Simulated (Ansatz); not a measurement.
**SiH radical: basis-set convergence**

The task here is to estimate one member of a computed series from the others.

The runs use Ansatz 0.2.0, Gaussian basis; one geometry, several basis sets.

Plan: PBE0-D4/def2-SVP; ωB97M-V/def2-SVP; PBE0-D4/def2-QZVPP; ωB97M-V/def2-QZVPP; CCSD(T)/cc-pV(D+d)Z; CCSD(T)/cc-pV(T+d)Z; CCSD(T)/cc-pV(Q+d)Z; the functionals' def2-TZVPP values are taken from earlier runs.

## The relaxed structure

An earlier PBE0-D4 in a triple-zeta def2 set relaxation fixed the geometry.

2 atoms, charge 0, spin multiplicity 2.

Atoms are counted from 1 here; the program's logs count them from 0.

Bond lengths: Si1–H2 1.532 Å.

The first run:

Contents of in.yaml:

```yaml
crystal:
  periodic: [false, false, false]
  atoms:
    - {symbol: Si, position_ang: [0.000000, -0.000000, -0.007565]}
    - {symbol: H, position_ang: [-0.000000, 0.000000, 1.524125]}
basis:
  gaussian: {orbitals: def2-SVP}
magnetization: {spin_polarized: true, initial_magnetization: 1}
hamiltonian: {xc: pbe0, dispersion: d4}
output: {orbitals: {seedname: orbitals}}
```

Command:

```console
ansatz run in.yaml --threads 2 --pin off --events-out ev --progress --plain --max-ram 32768MiB --backend cpu
```

Among the steps run: PBE0-D4 in def2-SVP; ωB97M-V in def2-SVP; PBE0-D4 in def2-QZVPP; ωB97M-V in def2-QZVPP.

One table of the session follows, with a row left open; its other results are not shown here.

It belongs to the step «Density functionals: the series». 

| functional | basis | HOMO (eV) | LUMO (eV) |
| --- | --- | --- | --- |
| PBE0-D4 | def2-SVP | -5.47 | -3.21 |
| PBE0-D4 | def2-TZVPP | -5.53 | -3.26 |
| PBE0-D4 | def2-QZVPP | -5.54 | -3.28 |
| ωB97M-V | def2-SVP | -7.05 | -1.02 |
| ωB97M-V | def2-TZVPP | -7.12 | -1.18 |
| ωB97M-V | def2-QZVPP | ? | ? |

Q: Estimate the row for ωB97M-V, def2-QZVPP from the others.

As computed: HOMO (eV): -7.16; LUMO (eV): -1.26. In the column «HOMO (eV)» it is the lowest.
